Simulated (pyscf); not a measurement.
Thermochemistry of product channels of H₂B–NH₂ (SMILES BN) + SiH₄ (SMILES [SiH4]) on the singlet surface, in eV, from ωB97M-D3(BJ)/def2-TZVP energies (ideal gas, 1 atm, RRHO with modes under 100 cm⁻¹ raised to 100, one conformer, R ln 2 for rigid chiral ones). Single points on ωB97X-D3(BJ)/def2-SVP structures (PySCF, gas phase).

| products | ΔE | ΔH(298 K) | ΔG(600 K) | ΔG(900 K) |
|---|---|---|---|---|
| BH₃ (SMILES B) + H₂N–SiH₃ (SMILES N[SiH3]) | +1.20 | +1.15 | +1.02 | ___ |
| H₂B–NH–SiH₃ (SMILES BN[SiH3]) + H₂ (SMILES [H][H]) | -0.14 | -0.26 | -0.21 | ___ |

Question: Complete the blanks.

Answer: 
- BH₃ (SMILES B) + H₂N–SiH₃ (SMILES N[SiH3]), ΔG(900 K): +0.94
- H₂B–NH–SiH₃ (SMILES BN[SiH3]) + H₂ (SMILES [H][H]), ΔG(900 K): -0.22

These are energies of the channels, which say nothing of barriers.
